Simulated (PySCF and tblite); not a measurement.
Results of a calculation; reference values are marked as such.
C₄H₁₀, numbered as in [CH3:1][CH2:2][CH2:3][CH3:4].

Level: PBE0-D3(BJ)/def2-TZVP//PBE0-D3(BJ)/def2-SVP, thermal terms from GFN2-xTB, symmetry numbers and mirror pairs counted. Conformers within 4 kcal/mol (GFN2-xTB free energy) were kept, 7 at most. (PySCF 2.14, tblite 0.8.)

Torsions listed: C1–C2–C3–C4. Of a mirror pair one member is shown.

| conformer | shape | symmetry | E(GFN2) kcal/mol |
| --- | --- | --- | --- |
| 1 | -65° | C2 (pair) | 0.57 |
| 2 | 180° | C2h | 0.00 |

(1) Which of these conformers is the most populated at 298.15 K, and with what share?

(2) Give the DFT energies and free energies relative to the lowest, and all weights.

(3) How does its share change from 220 K to 380 K?

## Answers

(1) Conformer 2, about 61 %. The lead over the next is within the error of the method.

(2) 
```tsv
conformer	shape	E(DFT) kcal/mol	G(298.15 K) kcal/mol	weight %
1	-65°	0.62	0.28	38.5
2	180°	0.00	0.00	61.5
```

(3) From 70 % to 56 %; the mixing entropy goes from 1.63 to 1.97 cal/(mol K).
